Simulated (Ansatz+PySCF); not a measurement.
The numbers below are computed, except where a source is named.
Input for PySCF 2.14.0:

```python
from pyscf import gto, scf

mol = gto.M(atom="""
C 0.000000 0.447100 -0.300130
H 0.000000 1.373790 0.181170
O 0.000000 -0.507050 0.202450
""", basis='def2-svp', charge=0, spin=1)
mf = scf.ROHF(mol)
mf.kernel()
print(mf.converged, mf.e_tot, mf.spin_square()[0])
```

The script is written out from the run's settings.

Output:

```yaml
Converged: yes
Total_energy: -113.13666 hartree
Spin_squared_of_the_determinant: 0.750
Cycles: 10
```
